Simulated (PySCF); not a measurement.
# C5H5F: the cost of one run

Programs: PySCF 2.14.0, with density-fitted response routines of our own. Each step states its level of theory. These are calculated values for one molecule in the gas phase, unless marked as measured. Atoms count from 0, in the outputs and in this text.

## 1. The molecule as given

11 atoms, charge 0, multiplicity 1; geometry from: PBE0-D3(BJ)/def2-SVP.

Bonds of the start (Å): C0–C1 1.34, C1–C2 1.42, C2–C3 1.22, C3–C4 1.46, C4–F5 1.37, C0–H6 1.09, C0–H7 1.09, C1–H8 1.10, C4–H9 1.10, C4–H10 1.10.

## 2. Excited states and response: PBE0/def2-TZVP

Job settings and geometry (Å):

```
{"job": {"kind": "uv", "xc": "PBE0", "basis": "def2-TZVP"}, "charge": 0, "multiplicity": 1}
C      2.521092     0.452604     0.165559
C      1.613100    -0.327044    -0.439301
C      0.205376    -0.212914    -0.278208
C     -1.001693    -0.141685    -0.155865
C     -2.445388    -0.039013    -0.002139
F     -3.108743    -1.033603    -0.672053
H      2.223595     1.253939     0.846827
H      3.588423     0.303238    -0.009551
H      1.949237    -1.121738    -1.116006
H     -2.713341    -0.097257     1.067826
H     -2.793827     0.937710    -0.382734
```

With the program's defaults for keys left out, this is: TDDFT PBE0/def2-TZVP, vertical, gas phase, core orbitals frozen in the response.

The run is started by

```
OMP_NUM_THREADS=1 python probes_run.py task.json out
```

This one command runs all jobs of the session in turn.

**Question.** How long does this first job take on 1 thread of Arm Neoverse V1, shared host, and how much memory does it need?

About 27 s, with a peak of 0.93 GiB.
